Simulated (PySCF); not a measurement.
Geometry:
```
atom   x (Å)   y (Å)   z (Å)
  C1   0.002   0.000   0.000
  O2   1.145  -0.206  -0.285
  H3  -0.741  -0.826   0.142
  H4  -0.406   1.033   0.144
```

Geometry: PBE0-D3(BJ)/def2-SVP; GIAO shifts from PySCF 2.14, gas phase, non-relativistic, averaged over equivalent atoms.

At PBE0/6-31G* (32 basis functions, 1.3 s wall time on 1 thread of an Intel Xeon Platinum 8375C, shared host):
```tsv
atoms	δ (ppm)
C1	182.1
O2	692.7
H3/H4	9.76
```

Chemical shifts δ = σref − σ; 13C (194.14 ppm), 1H (31.96 ppm) against TMS; 17O (324.18 ppm) against H2O, all at this level.

Question: Estimate the result of repeating the calculation with B97-2/pcSseg-2.

Answer: 
```json
{"atoms": "C1", "δ at B97-2/pcSseg-2": "198.3", "change": "+16.2"}
{"atoms": "O2", "δ at B97-2/pcSseg-2": "739.4", "change": "+46.7"}
{"atoms": "H3/H4", "δ at B97-2/pcSseg-2": "9.93", "change": "+0.17"}
```

Shifts are taken against calculated references (same method and geometry level): 13C (183.46 ppm) and 1H (31.36 ppm) against TMS; 17O (326.24 ppm) vs H2O.

The largest change is at O2 (aldehyde oxygen). Cost: 100 basis functions, 1.6 s wall time on 1 thread of an Intel Xeon Platinum 8375C, shared host.

Unscaled 17O shifts of doubly bonded oxygen tend to come out too high, by tens of ppm or more. Experimental scales use liquid or dissolved standards, which lie at an offset from isolated H2O (liquid H2O: subtract about 36 ppm).
